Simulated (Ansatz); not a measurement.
We consider Sb2O3 (Pccn, No. 56), described by LDA (PAW; Ansatz, a first-principles code).

Settings: plane-wave cutoff 520 eV, 8×6×4 k mesh (along the axes of the cell as run), Fermi–Dirac smearing 0.01 eV, scalar-relativistic PAW data made under PBE.

Shape and atoms are relaxed at each volume.

Pressure at four volumes; x = ln(V/15.537 Å³). One pressure is withheld.

```csv
V (Å³/atom),x,P (GPa)
14.916,-0.0408,?
15.227,-0.0202,0.779
15.537,0.0000,-0.007
16.159,0.0393,-1.199
```

### Question
Pass a parabola P(x) through the three rows shown, estimate the bulk modulus and its pressure derivative near zero pressure, and predict the withheld pressure.

### Answer
Slopes between the rows: (-0.007 − (0.779))/(0.0000 − (-0.0202)) = -38.91 and (-1.199 − (-0.007))/(0.0393 − (0.0000)) = -30.33 GPa. Their difference over the span 0.0595 is c = 8.58/0.0595 = 144.2 GPa, so P(x) = 0.779 + (-38.91)(x − (-0.0202)) + 144.2 (x − (-0.0202))(x − (0.0000)). At the middle row B = −dP/dx = −[-38.91 + 144.2 × 0.0202] = 36.0 GPa, and B′ = dB/dP = 2c/B = 8.0. At x = -0.0408 the parabola gives 1.702 GPa; the run gives 1.719 GPa. The Birch–Murnaghan fit to the energies at all volumes has B0 = 35.9 GPa and B′ = 8.3.

Note: the relaxation could not lower the start's symmetry, so the cell can be a saddle point above a distorted one; the volume lies 6 % below that of the published cell.

Spin–orbit coupling is not included.
